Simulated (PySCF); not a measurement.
Nitrosyl fluoride, FNO.
SMILES: `O=NF`

The closed-shell ground state was solved at several levels (PySCF, density fitting, gas phase, non-relativistic). Isolated species at its PBE0-D3(BJ)/def2-TZVP geometry, gas phase.

```tsv
level	basis functions	total energy (Eh)	HOMO (eV)	LUMO (eV)	gap (eV)	dipole (D)
KT3/pcSseg-2	108	-232.7412	-8.40	-4.49	3.91	1.36
PBE0/aug-cc-pVTZ	138	-229.5735	-9.86	-3.33	6.53	1.44
wB97X-D/pcSseg-2	108	-229.7386	-11.77	-1.36	10.41	1.47
B97-2/pcSseg-2	108	-229.7360	-9.57	-3.45	6.12	1.44
CAM-B3LYP/aug-cc-pVTZ	138	-229.7401	-11.41	-2.11	9.30	1.48
wB97X-D/aug-cc-pVTZ	138	-229.7328	-11.77	-1.36	10.41	1.47
```

(1) Estimate the row for PBE0/pcSseg-2, a basis of 108 functions; the other rows only guide the guess.

(2) In the pcSseg-2 basis, how does the gap go with the fixed share of exact exchange?

(3) How far do the dipole and the HOMO energy spread over the levels?

## Answers

(1) Total energy -229.5787 Eh, HOMO -9.85 eV, LUMO -3.32 eV, gap 6.53 eV, dipole 1.45 D.

(2) KT3 (0 %) 3.91 eV; B97-2 (21 %) 6.12 eV; PBE0 (25 %) 6.53 eV. Each rise in the share widens the gap here.

(3) The dipole runs from 1.36 to 1.48 D (mean 1.45 D) and the HOMO from -11.77 to -8.40 eV.

The pairwise dispersion term of wB97X-D wasn't added to the energies; at a given geometry it leaves orbitals and properties as they are.
